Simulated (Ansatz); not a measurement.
A rate constant, worked out

An elementary step of BNH$_{6}$O, closed shell (BH₃O ([BH2][OH]) + NH₃ → BNH₄ ([BH2][NH2]) + H₂O; B–O, H–N broken or loosened, B–N, O–H formed or tightened). The start structure is the complex of the reactants, bound by 0.52 eV, and the electronic barrier above it is 1.095 eV by CCSD(T) at an estimated basis limit (MP2 extrapolated from triple and quadruple zeta, plus CCSD(T) − MP2 in triple zeta). Program: Ansatz 0.2.0. Basis: def2-TZVPP and def2-QZVPP. Cores are frozen in the correlated methods. Extrapolation: Hartree–Fock as exp(−7.88 √X), correlation as X^−2.97. Harmonic wavenumbers at PBE0-D4/def2-TZVP (Ansatz 0.2.0), in cm⁻¹:

Start: 180, 260, 350, 572, 627, 804, 879, 1036, 1069, 1136, 1185, 1249, 1293, 1644, 1658, 2414, 2449, 3473, 3591, 3602, 3934.

Saddle: 1185i, 349, 638, 648, 694, 729, 793, 843, 893, 1011, 1111, 1162, 1215, 1531, 1601, 1928, 2512, 2587, 3572, 3661, 3875.

Question: Work out the transition-state-theory rate constant at 700 K from these numbers alone (harmonic vibrations; rotation, path degeneracy and anharmonicity left out), and the Wigner tunnelling factor. Use 1 cm⁻¹ = 1.2398 × 10⁻⁴ eV and k_B = 8.617 × 10⁻⁵ eV/K.

Answer: Zero-point energies, half the sums: start 33405/2 cm⁻¹ = 2.0708 eV; saddle, real modes only, 31353/2 cm⁻¹ = 1.9436 eV.
Barrier with zero-point energy: 1.095 + 1.9436 − 2.0708 = 0.9678 eV.
k_BT = 0.06032 eV, so the barrier is 16.04 k_BT.
Vibrational partition functions from the zero-point level, ln q = −Σ ln(1 − exp(−hν/k_BT)): start 4.481, saddle 2.941.
k = (k_BT/h) exp(ln q‡ − ln q) exp(−E0/k_BT), with log₁₀(k_BT/h in s⁻¹) = 13.16: log₁₀ k = 13.16 + (-1.540 − 16.04)/2.3026 = 5.53, so k ≈ 3 × 10^(5) s⁻¹.
Wigner factor: 1 + (hν‡/k_BT)²/24 = 1 + (2.44)²/24 = 1.25. A change of 1 kcal/mol (0.043 eV) in the barrier would change k by a factor of 2.1 at this temperature.

The T1 diagnostic stays at or below 0.012.

Labels in which every atom is bracketed show which atoms are joined, not bond orders.

For scale, one of the runs: CCSD(T)/def2-TZVPP, 177 basis functions (an equivalent command: `ansatz run in.yaml --threads 2`). The run took 13 s on 2 CPU threads (shared host), with 1.7 GiB of host memory at its peak.
